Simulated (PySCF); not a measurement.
Species: C4H8N2.
SMILES: `CN1CCC=N1`

The closed-shell SCF was solved with PySCF and density fitting under several settings on one GFN2-xTB geometry (grid level 2 and gas phase unless stated).

```json
{"settings": "PBE0/pcSseg-1", "basis functions": "142", "SCF cycles": "14", "E (Eh)": "-266.3491", "HOMO (eV)": "-5.69", "LUMO (eV)": "0.52", "dipole (D)": "2.12"}
{"settings": "wB97X-D/def2-SVPD", "basis functions": "184", "SCF cycles": "14", "E (Eh)": "-266.4265", "HOMO (eV)": "-7.55", "LUMO (eV)": "2.16", "dipole (D)": "2.18"}
{"settings": "wB97X-D/aug-pcSseg-1, IEF-PCM chloroform, level shift 0.2 Eh, fitting basis def2-qzvpp-jkfit", "basis functions": "228", "SCF cycles": "13", "E (Eh)": "-266.5901", "HOMO (eV)": "-7.56", "LUMO (eV)": "0.97", "dipole (D)": "2.80"}
```

Question: Estimate the row for these settings: PBE0/aug-cc-pVDZ, grid level 4.

Answer: 
```json
{"settings": "PBE0/aug-cc-pVDZ, grid level 4", "basis functions": "210", "SCF cycles": "14", "E (Eh)": "-266.4161", "HOMO (eV)": "-5.69", "LUMO (eV)": "-0.10", "dipole (D)": "2.11"}
```

Question: Over all rows, what range does the HOMO–LUMO gap span?

Answer: From 5.59 eV (PBE0/aug-cc-pVDZ, grid level 4) to 9.71 eV (wB97X-D/def2-SVPD). The functional of the narrowest has 25 % exact exchange, that of the widest range-separated exact exchange.

Question: And the dipole moment?

Answer: From 2.11 D (PBE0/aug-cc-pVDZ, grid level 4) to 2.80 D (wB97X-D/aug-pcSseg-1, IEF-PCM chloroform, level shift 0.2 Eh, fitting basis def2-qzvpp-jkfit); the largest is 1.33 times the smallest, and the median is 2.15 D.

Question: Compare two rows with the functional PBE0: PBE0/aug-cc-pVDZ, grid level 4 and PBE0/pcSseg-1. Which energy is lower, and by how much?

Answer: PBE0/aug-cc-pVDZ, grid level 4 (210 functions) lies 0.0670 Eh or 42 kcal/mol below PBE0/pcSseg-1 (142 functions).

wB97X-D ran without the empirical dispersion term, which would shift the total energy alone. Cycle counts include a coarse-grid stage where the run had one. The species at its GFN2-xTB geometry (one conformer only).
